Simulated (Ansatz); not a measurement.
Total energies of C2H3N (`C1=CN1`).

```xyz
6

C    -0.460    0.003   -0.588
C     0.516   -0.540    0.016
N     0.227    0.877    0.422
H    -1.223    0.098   -1.337
H     1.265   -1.286    0.202
H    -0.324    0.847    1.285
```

The species carries charge 0 and has multiplicity 1. Geometry: relaxed with PBE0-D4/def2-TZVP. Basis def2-TZVPP, Ansatz 0.2.0.

RPA on PBE orbitals: Hartree–Fock energy of these orbitals -131.80661 Eh, correlation -0.83291 Eh (frozen core).

```tsv
functional	kind	energy without D4 (Eh)	D4 term (kJ/mol)
revPBE	GGA	-132.64777	-26.2
BLYP	GGA	-132.63381	-15.7
B97M-V	meta-GGA with VV10	-132.66960	–
PBE0	global hybrid, 25 % exact exchange	-132.51814	-5.5
B3LYP	global hybrid, 20 %	-132.68048	-10.8
r2SCANh	meta-GGA hybrid, 10 %	-132.58898	-1.6
r2SCAN0	meta-GGA hybrid, 25 %	-132.57757	-1.8
HSE06 (plane-wave form)	screened hybrid	-132.51083	-5.0
ωB97X-V	range-separated hybrid GGA with VV10	-132.63531	–
B2PLYP	double hybrid	-132.56412	–
```

Give the same for LDA (SPW92), PBE, r2SCAN, BHLYP, CAM-B3LYP, LC-ωPBE, ωB97M-V, PBE-QIDH. (Best estimate.)

The calculation gave: 
```csv
functional,kind,energy without D4 (Eh),D4 term (kJ/mol)
LDA (SPW92),LDA,-131.50594,–
PBE,GGA,-132.51430,-6.7
r2SCAN,meta-GGA,-132.59698,-1.5
BHLYP,"global hybrid, 50 %",-132.58975,-7.2
CAM-B3LYP,range-separated hybrid,-132.60666,-5.4
LC-ωPBE,long-range corrected hybrid,-132.58500,–
ωB97M-V,range-separated hybrid meta-GGA with VV10,-132.62450,–
PBE-QIDH,double hybrid,-132.49245,–
```

B3LYP takes the VWN-RPA correlation (the form of Gaussian; ORCA's B3LYP/G). HSE06 is the plane-wave form, built on full-range PBE exchange. The double hybrids freeze the cores in their second-order part.

LC-ωPBE has ω = 0.4 bohr⁻¹.
